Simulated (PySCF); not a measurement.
chloroform (CHCl3), SMILES ClC(Cl)Cl. The structure is a stationary point at PBE-D3(BJ)/def2-SVP.

Question: Give the equilibrium geometry at PBE-D3(BJ)/def2-SVP (PySCF confirms it by a frequency run) as a Z-matrix, and its point group. (The exact figures need the calculation; the answer reports its results.)

Answer: point group C3v.
```
C
H 1 1.1031
Cl 1 1.7839 2 107.55
Cl 1 1.7839 2 107.55 3 -120.00
Cl 1 1.7839 2 107.55 3 120.00
```
Charge 0, spin multiplicity 1.
